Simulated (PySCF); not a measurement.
sec-butyl methyl ether, C5H12O.
SMILES with atom numbers: `[CH3:1][CH2:2][C@H:3]([CH3:4])[O:5][CH3:6]` (hydrogens: H7, H8, H9 on C1; H10, H11 on C2; H12 on C3; H13, H14, H15 on C4; H16, H17, H18 on C6)

The closed-shell SCF was solved with PySCF and density fitting under several settings on one GFN2-xTB geometry (grid level 2 and gas phase unless stated).

```
                                                                       settings  basis functions  SCF cycles     E (Eh)  HOMO (eV)  LUMO (eV)  dipole (D)
                                                                  PBE0/pcSseg-1              162          12  -272.6106      -7.25       1.55        1.22
                                                                 PBE0/def2-SVPD              219          13  -272.4634      -7.33       0.80        1.16
                  BLYP/6-31G*, grid level 3, fitting basis def2-universal-jkfit              108          10  -272.8089      -5.21       1.80        0.99
PBE0/pcseg-1, IEF-PCM acetone, fitting basis def2-qzvpp-jkfit, start guess atom              144          10  -272.5918      -7.28       1.70        1.72
          PBE0/ANO-RCC-VDZP, IEF-PCM dichloromethane, energy threshold 1e-11 Eh              144          11  -272.7316      -7.23       0.64        1.59
                 wB97X/def2-TZVP, energy threshold 1e-07 Eh, level shift 0.1 Eh              258           8  -273.0049      -9.73       3.23        1.14
                                 PBE0/def2-SVPD, IEF-PCM methanol, grid level 1              219           9  -272.4675      -7.34       0.92        1.72
```

Question: Estimate the rows for these settings: (1) PBE0/cc-pVDZ; (2) PBE0/pcSseg-1, IEF-PCM acetone, fitting basis def2-qzvpp-jkfit, damping 0.1 at the start, DIIS from the seventh cycle.

Answer: 
```json
{"settings": "PBE0/cc-pVDZ", "basis functions": "144", "SCF cycles": "12", "E (Eh)": "-272.6546", "HOMO (eV)": "-7.08", "LUMO (eV)": "1.95", "dipole (D)": "1.06"}
{"settings": "PBE0/pcSseg-1, IEF-PCM acetone, fitting basis def2-qzvpp-jkfit, damping 0.1 at the start, DIIS from the seventh cycle", "basis functions": "162", "SCF cycles": "15", "E (Eh)": "-272.6147", "HOMO (eV)": "-7.26", "LUMO (eV)": "1.71", "dipole (D)": "1.69"}
```

Question: Over all rows, what range does the HOMO–LUMO gap span?

Answer: From 7.01 eV (BLYP/6-31G*, grid level 3, fitting basis def2-universal-jkfit) to 12.96 eV (wB97X/def2-TZVP, energy threshold 1e-07 Eh, level shift 0.1 Eh). The functional of the narrowest has no exact exchange, that of the widest range-separated exact exchange.

Question: Compare two rows with the functional PBE0: PBE0/cc-pVDZ and PBE0/pcSseg-1. Which energy is lower, and by how much?

Answer: PBE0/cc-pVDZ (144 functions) lies 0.0440 Eh or 28 kcal/mol below PBE0/pcSseg-1 (162 functions). The smaller set gives the lower energy; the two sets aren't nested, so the variational bound doesn't order them by size.

Cycle counts include a coarse-grid stage where the run had one. All basis functions are spherical, in the Pople sets too. ANO-RCC sets were contracted for a scalar-relativistic Hamiltonian, but ran non-relativistically here. The species at its GFN2-xTB geometry (one conformer only).

The values belong to the conformer `[CH3:1][CH2:2][C@H:3]([CH3:4])[O:5][CH3:6]`: C1–C2–C3–C4 -170°, C2–C3–O5–C6 -160°.
